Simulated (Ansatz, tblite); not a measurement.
# SiCl2H2 (SiH₂Cl₂): one state, many levels

The task here is to estimate one member of a computed series from the others.

Method: as each input shows; program: Ansatz 0.2.0, Gaussian basis.

Levels to be run: GFN1-xTB, GFN2-xTB, PBE-D4/def2-TZVP, r2SCAN-D4/def2-TZVP, HSE06-D4/def2-TZVP, ωB97M-V/def2-TZVP, B3LYP-D4/def2-TZVP, LC-ωPBE/def2-TZVP, B2PLYP/def2-TZVP, r2SCAN0-D4/def2-TZVP, revPBE-D4/def2-TZVP, PBE-D4/def2-SVP, PBE0-D4/def2-SVP, HF/6-31G, B3LYP-D4/6-31G, PBE0-D4/def2-TZVPD, PBE-D4/def2-TZVPD, r2SCAN-D4/def2-TZVPD, CCSD(T)/def2-TZVPP, MP2/def2-TZVP, RPA/def2-TZVP, CCSD(T)/def2-TZVPD.

**The geometry**

The singlet was relaxed beforehand with PBE-D4/def2-TZVP.

5 atoms, charge 0, spin multiplicity 1.

Bond lengths: Si1–Cl2 2.056 Å, Si1–Cl3 2.056 Å, Si1–H4 1.486 Å, Si1–H5 1.486 Å. Angles: Cl2–Si1–Cl3 110.3°, Cl2–Si1–H4 108.4°, Cl2–Si1–H5 108.4°, Cl3–Si1–H4 108.4°, Cl3–Si1–H5 108.4°, H4–Si1–H5 112.8°.

PBE0-D4/def2-TZVP was run before; its log isn't repeated, and its numbers join the tables.

Set-up of the first run:

Tight binding, by tblite at 300 K electronic temperature and without a spin-polarisation term:

```python
tblite.interface.Calculator('GFN1-xTB', numbers, positions, charge=0, uhf=0).singlepoint()
```

Tight binding, by tblite at 300 K electronic temperature and without a spin-polarisation term:

```python
tblite.interface.Calculator('GFN2-xTB', numbers, positions, charge=0, uhf=0).singlepoint()
```

start.molden holds the orbitals of an earlier run on this state, given as this run's starting guess.

Contents of in.yaml:

```yaml
crystal:
  periodic: [false, false, false]
  atoms:
    - {symbol: Si, position_ang: [-0.115702, 0.000467, -0.080947]}
    - {symbol: Cl, position_ang: [-0.120259, -0.021427, 1.974798]}
    - {symbol: Cl, position_ang: [1.814041, 0.014635, -0.789809]}
    - {symbol: H, position_ang: [-0.793286, 1.240920, -0.538848]}
    - {symbol: H, position_ang: [-0.784784, -1.234585, -0.565194]}
basis:
  gaussian: {orbitals: def2-TZVP, initial_orbitals: start.molden}
hamiltonian: {xc: pbe, dispersion: d4}
scf: {omitted_lower_state_checks: [starts]}
output: {orbitals: {seedname: orbitals}}
```

On the command line:

```bash
ansatz run in.yaml --threads 4 --pin off --events-out ev --progress --plain --max-ram 3916MiB
```

Steps of the session up to this table: PBE-D4/def2-TZVP; r2SCAN-D4/def2-TZVP; HSE06-D4/def2-TZVP; ωB97M-V/def2-TZVP; B3LYP-D4/def2-TZVP; LC-ωPBE/def2-TZVP; B2PLYP/def2-TZVP; r2SCAN0-D4/def2-TZVP; revPBE-D4/def2-TZVP; PBE-D4/def2-SVP; PBE0-D4/def2-SVP; HF/6-31G; B3LYP-D4/6-31G; PBE0-D4/def2-TZVPD; PBE-D4/def2-TZVPD; r2SCAN-D4/def2-TZVPD; CCSD(T)/def2-TZVPP; MP2/def2-TZVP; RPA/def2-TZVP; CCSD(T)/def2-TZVPD.

One table of the session follows, with a row left open; its other results are not shown here.

It belongs to the step «Levels side by side». 

| level | HOMO (eV) | gap (eV) |
| --- | --- | --- |
| HF/6-31G | -12.58 | 15.33 |
| PBE-D4/def2-SVP | -7.54 | 6.96 |
| PBE-D4/def2-TZVP | -7.73 | 6.72 |
| PBE-D4/def2-TZVPD | -7.78 | 6.53 |
| revPBE-D4/def2-TZVP | ? | ? |
| r2SCAN-D4/def2-TZVP | -8.09 | 7.47 |
| r2SCAN-D4/def2-TZVPD | -8.12 | 7.32 |
| B3LYP-D4/6-31G | -8.97 | 8.24 |
| B3LYP-D4/def2-TZVP | -8.86 | 8.57 |
| PBE0-D4/def2-SVP | -8.98 | 9.35 |
| PBE0-D4/def2-TZVP | -9.10 | 9.03 |
| PBE0-D4/def2-TZVPD | -9.14 | 8.76 |
| r2SCAN0-D4/def2-TZVP | -9.34 | 9.51 |
| HSE06-D4/def2-TZVP | -8.70 | 8.25 |
| LC-ωPBE/def2-TZVP | -11.88 | 14.10 |
| ωB97M-V/def2-TZVP | -11.33 | 13.17 |

Estimate the missing values for revPBE-D4/def2-TZVP.

**Answer.** HOMO (eV): -7.70; gap (eV): 6.79. In the column «HOMO (eV)» it lies between PBE-D4/def2-TZVP (-7.73) and PBE-D4/def2-SVP (-7.54).
